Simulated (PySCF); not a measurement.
Basis-set dependence of O₂⁺ at PBE0

PySCF, UKS reference; doublet, unpaired electrons π ↑; De to O⁺ + O without counterpoise correction.

```tsv
basis	relativity	functions	Re (Å)	ωe (cm⁻¹)	De (eV)
6-31G(d,p)	no relativity	28	1.112	2141	6.65
6-311G(d,p)	no relativity	36	1.098	2161	6.61
def2-TZVP	no relativity	62	1.098	2130	6.85
def2-TZVPPD	no relativity	80	1.098	2129	6.84
```

(1) How does each smaller set differ from the one with most functions, def2-TZVPPD?

The state is the lowest determinant that a PBE0 search found; another state may lie lower at other levels.

Answers

(1) 6-31G(d,p): +1.4 pm, +0.6 % in ωe, -0.19 eV in De; 6-311G(d,p): +0.0 pm, +1.5 % in ωe, -0.23 eV in De; def2-TZVP: +0.0 pm, +0.0 % in ωe, +0.01 eV in De. All at PBE0; the set with most functions is neither the basis-set limit nor always the best.
